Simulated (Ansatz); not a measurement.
# CH₇BN+ (SMILES CB[NH3+]): one structure at several levels

Aim: energy, forces and dipole at a structure displaced at random from a GFN2-xTB minimum, from CCSD(T) and from density functionals.

Program: Ansatz 0.2.0, Gaussian basis. Level of theory: single points in def2-TZVPP. These are calculated values, not measurements.

Correlated methods freeze the cores.

## Step 1: Where the work starts

10 atoms, charge 1, spin multiplicity 1.

Atoms are counted from 1 here; the program's logs count them from 0.

Bond lengths: C1–B2 1.539 Å, C1–H4 1.120 Å, C1–H5 1.073 Å, C1–H6 1.180 Å, B2–N3 1.525 Å, B2–H7 1.176 Å, N3–H8 1.036 Å, N3–H9 0.984 Å, N3–H10 0.980 Å. Angles: B2–C1–H4 108.0°, B2–C1–H5 117.2°, B2–C1–H6 116.3°, H4–C1–H5 103.7°, H4–C1–H6 105.2°, H5–C1–H6 105.2°, C1–B2–N3 119.3°, C1–B2–H7 124.1°, N3–B2–H7 116.5°, B2–N3–H8 109.0°, B2–N3–H9 110.3°, B2–N3–H10 115.0°, H8–N3–H9 104.2°, H8–N3–H10 109.6°, H9–N3–H10 108.3°.

Coordinates:

```xyz
10
CH7BN
C    -0.8957    0.7039   -0.6595
B     0.2061   -0.3565   -0.4837
N     0.8556   -0.5392    0.8836
H    -1.8130    0.1886   -1.0425
H    -0.7200    1.4784   -1.3817
H    -1.2416    1.2653    0.3194
H     0.6423   -1.0056   -1.3619
H     0.7666   -1.5305    1.1704
H     1.8268   -0.3924    0.8221
H     0.5015    0.0401    1.5908
```

## Step 2: CCSD(T)/def2-TZVPP

File run/in.yaml:

```yaml
crystal:
  periodic: [false, false, false]
  atoms:
    - {symbol: C, position_ang: [-0.895700, 0.703900, -0.659500]}
    - {symbol: B, position_ang: [0.206100, -0.356500, -0.483700]}
    - {symbol: N, position_ang: [0.855600, -0.539200, 0.883600]}
    - {symbol: H, position_ang: [-1.813000, 0.188600, -1.042500]}
    - {symbol: H, position_ang: [-0.720000, 1.478400, -1.381700]}
    - {symbol: H, position_ang: [-1.241600, 1.265300, 0.319400]}
    - {symbol: H, position_ang: [0.642300, -1.005600, -1.361900]}
    - {symbol: H, position_ang: [0.766600, -1.530500, 1.170400]}
    - {symbol: H, position_ang: [1.826800, -0.392400, 0.822100]}
    - {symbol: H, position_ang: [0.501500, 0.040100, 1.590800]}
basis:
  gaussian: {orbitals: def2-TZVPP}
total_charge: 1
correlation: {method: ccsd_t}
output: {forces: true}
```

The command line of these runs was not kept.

## Step 3: PBE0-D4/def2-TZVPP

Edit run/in.yaml of step 2 so:

```diff
@@ -16,3 +16,3 @@
 total_charge: 1
-correlation: {method: ccsd_t}
-output: {forces: true}
+hamiltonian: {xc: pbe0, dispersion: d4}
+output: {forces: true, orbitals: {seedname: orbitals}}
```

## Step 4: wB97M-V/def2-TZVPP

Edit run/in.yaml of step 3 so:

```diff
@@ -16,3 +16,3 @@
 total_charge: 1
-hamiltonian: {xc: pbe0, dispersion: d4}
-output: {forces: true, orbitals: {seedname: orbitals}}
+hamiltonian: {xc: {name: wB97M-V}}
+output: {forces: true}
```

## Step 5: r2SCAN-D4/def2-TZVPP

Edit run/in.yaml of step 4 so:

```diff
@@ -16,3 +16,3 @@
 total_charge: 1
-hamiltonian: {xc: {name: wB97M-V}}
+hamiltonian: {xc: r2scan, dispersion: d4}
 output: {forces: true}
```

## Step 6: PBE-D4/def2-TZVPP

Edit run/in.yaml of step 5 so:

```diff
@@ -16,3 +16,3 @@
 total_charge: 1
-hamiltonian: {xc: r2scan, dispersion: d4}
+hamiltonian: {xc: pbe, dispersion: d4}
 output: {forces: true}
```

## Step 7: r2SCAN0-D4/def2-TZVPP

Edit run/in.yaml of step 6 so:

```diff
@@ -16,3 +16,3 @@
 total_charge: 1
-hamiltonian: {xc: pbe, dispersion: d4}
+hamiltonian: {xc: {name: r2SCAN0}, dispersion: d4}
 output: {forces: true}
```

## Step 8: revPBE-D4/def2-TZVPP

Edit run/in.yaml of step 7 so:

```diff
@@ -16,3 +16,3 @@
 total_charge: 1
-hamiltonian: {xc: {name: r2SCAN0}, dispersion: d4}
+hamiltonian: {xc: {name: revPBE}, dispersion: d4}
 output: {forces: true}
```

(Steps that only read results are left out.)

Q: Predict the outcome of this session. Wanted: energy less free atoms, CCSD(T)/def2-TZVPP; RMS force component; RMS force error; HOMO and LUMO, PBE0-D4; T1 diagnostic.

As calculated:

| quantity | value |
| --- | --- |
| energy less free atoms, CCSD(T)/def2-TZVPP | -28.858 eV |
| RMS force component | 1.014 to 1.056 eV/Å over the methods |
| RMS force error | PBE0-D4 0.108, wB97M-V 0.066, r2SCAN-D4 0.112, PBE-D4 0.215, r2SCAN0-D4 0.116, revPBE-D4 0.186 eV/Å |
| HOMO and LUMO, PBE0-D4 | -14.94 and -6.86 eV |
| T1 diagnostic | 0.009 |

Against CCSD(T) the functionals' energies less atoms differ by -1.389 to -0.579 eV, PBE-D4 by -1.389 eV. The reference is not at the basis limit: in triple zeta CCSD(T) underbinds, which counts against methods that bind more; the gaps are no ranking. For forces wB97M-V does best and PBE-D4 worst. Frozen-core CCSD(T) forces in triple zeta carry basis errors of their own, and this is one geometry, so small gaps rank nothing.
